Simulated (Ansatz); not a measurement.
Silver, fcc: convergence with the k-point mesh

Computed with Ansatz, r²SCAN, scalar-relativistic PAW, on the relaxed cell (a = 4.104 Å; spin not included). Errors count from a run at 500 eV on a Γ-centred 22×22×22 mesh with Fermi-Dirac smearing of 0.1 eV, extrapolated to zero width. Fixed here: cutoff 500 eV, Fermi-Dirac width 0.1 eV. The SCF starts from atomic densities corrected by a trained network.

| k-mesh | E(σ→0) error (meV/atom) | P (GPa) | SCF iterations |
| --- | --- | --- | --- |
| 2×2×2 | 1956.4 | 21.36 | 7 |
| 3×3×3 | -335.5 | -3.35 | 6 |
| 6×6×6 | 70.3 | 0.97 | 6 |
| 8×8×8 | 30.3 | 0.62 | 6 |
| 11×11×11 | 0.3 | -0.07 | 6 |
| 14×14×14 | 2.5 | 0.09 | 6 |
| 19×19×19 | 5.2 | 0.09 | 6 |

Q: What does the run at 5×5×5 give (k-mesh)?

A: E(σ→0) error (meV/atom): -123.8; P (GPa): -0.95; SCF iterations: 6.

Within 5 meV/atom of the last row: from 11×11×11 on.
